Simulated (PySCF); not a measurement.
propyne (C3H4), SMILES CC#C.

Coordinates come from a ωB97X-D3(BJ)/def2-TZVP optimisation.

Level of theory: HF/def2-TZVPD in PySCF.

Isolated molecule, no solvent.

The total energy comes out as -115.91102 hartree, the point group is C3v and the highest occupied level is -10.50 eV. The lowest empty level is 1.88 eV and the orbital gap is 12.38 eV. The dipole moment is 0.78 D, the quadrupole, principal values (traceless, Buckingham form, about the centre of nuclear charge) comes out as -3.04, -3.04, 6.09 D·Å and the mean static polarisability comes out as 35.2 bohr³ (5.21 Å³). The polarisability, principal values is 28.4, 28.4, 48.8 bohr³.
